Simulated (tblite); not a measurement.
Compound: C4H9S (doublet state).
SMILES with atom numbers: `[CH2:1][CH2:2][S:3][CH2:4][CH3:5]` (hydrogens: H6, H7 on C1; H8, H9 on C2; H10, H11 on C4; H12, H13, H14 on C5)

A start from a force field or distance geometry was refined with tblite, GFN2-xTB geometry optimisation, gas phase. Values at the start:

```csv
coordinate,start
C1–C2,1.473 Å
C1–H6,1.089 Å
C1–H7,1.092 Å
C2–S3,1.830 Å
C2–H8,1.086 Å
S3–C4,1.813 Å
C4–C5,1.501 Å
C4–H10,1.098 Å
C5–H12,1.095 Å
C1–C2–S3,108.0°
C2–S3–C4,99.4°
S3–C4–C5,112.9°
```

Task: How do these coordinates change at the GFN2-xTB level?

Result: 
```tsv
coordinate	GFN2-xTB (Å or °)	change
C2–S3	1.935	+0.105
C1–C2	1.426	-0.047
C1–H7	1.074	-0.018
C4–C5	1.517	+0.016
C1–H6	1.075	-0.014
S3–C4	1.822	+0.009
C4–H10	1.089	-0.009
C5–H12	1.088	-0.007
C2–H8	1.087	+0.001
C2–S3–C4	100.9	+1.5
C1–C2–S3	109.3	+1.3
S3–C4–C5	112.9	0.0
```

The energy falls by 0.209 eV over 124 L-BFGS steps, the largest force on an atom goes from 1.55 to 0.009 eV/Å, and the atoms move by 1.171 Å rms after alignment. The bond that changes most is C2–S3 (ends: carbon bonded to C, S and 2 H; sulfur bonded to 2 C), which lengthens by 0.105 Å. Bonds longer at the end by more than 0.005 Å: 3 of 13; shorter: 9. Among the dihedrals that turn most is H9–C2–S3–C4, from 53° to -54°. Rotational constants go from 8476, 2191, 1926 to 5935, 2537, 2168 MHz.

Its GFN2-xTB frequencies are all real (lowest 18 cm⁻¹). 3 starts were optimised and ended at 0.00, 0.00 and 2.95 kcal/mol (GFN2-xTB); the lowest of these is shown.

One conformer stands for the species.

The numbers are calculated, not measured.
